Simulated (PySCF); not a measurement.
**SiHF, singlet: data card**

Computed with PBE0/[Si def2-TZVP, H def2-TZVP, F def2-TZVP], no relativity, density fitting, PySCF.

The structure is a minimum.

Z-matrix (Å, degrees; charge 0 multiplicity 1):
```
Si
H  1 1.5408
F  1 1.6124 2 96.31
```

| Property | Result |
| --- | --- |
| Point group | Cs |
| Bond lengths | Si–F 1.612 Å, Si–H 1.541 Å |
| Bond angles | F–Si–H 96.3° |
| Heat capacity Cp at 298.15 K | 38.0 J/(mol K) |
| Rotational constants | 7.464, 0.5594, 0.5204 cm⁻¹ |
| Lowest empty level | -2.65 eV |
| Principal polarisabilities | 26.0, 26.3, 34.3 bohr³ |
| Rotational symmetry number | 1 |
| Atomisation energy without zero-point energy | 884 kJ/mol |
| Enthalpy at 298.15 K above 0 K | 10.25 kJ/mol |
| Highest occupied level | -6.96 eV |
| Dipole moment | 0.96 D |
| Entropy at 298.15 K and 1 bar | 239.0 J/(mol K) |
| Principal quadrupole moments (Buckingham, traceless) about the centre of mass | -3.44, -0.88, 4.32 D Å |
| Zero-point energy | 22.1 kJ/mol |

Harmonic modes (masses in u: Si 27.977, H 1.008, F 18.998):
```csv
symmetry,ω (cm⁻¹),IR (km/mol),μ (u),type
a',850,110,10.49,stretch
a',868,82.7,1.17,bend
a',1969,371,1.04,stretch
```

Charges (e):
```json
{"atom": "Si1", "Mulliken": "0.34", "Löwdin": "0.12", "polar tensor": "0.78", "Mayer order to Si1": "–"}
{"atom": "H2", "Mulliken": "-0.06", "Löwdin": "-0.08", "polar tensor": "-0.24", "Mayer order to Si1": "0.93"}
{"atom": "F3", "Mulliken": "-0.28", "Löwdin": "-0.04", "polar tensor": "-0.54", "Mayer order to Si1": "1.10"}
```

Mulliken populations on Si1: s 5.82, p 7.52, d 0.26, f 0.05.

Counting electrons, silicon keeps 2 of its valence electrons outside its bonds, so the VSEPR class is AX2E1 and the expected shape is bent; with unlike ligands the computed point group is Cs.

Only a few start shapes were tried, so a lower isomer may exist.

The final relaxation and frequency run took 9.8 s on 2 threads of a shared Arm Neoverse V2 host, with 74 basis functions and 14 gradients; the process peaked at 0.72 GiB.
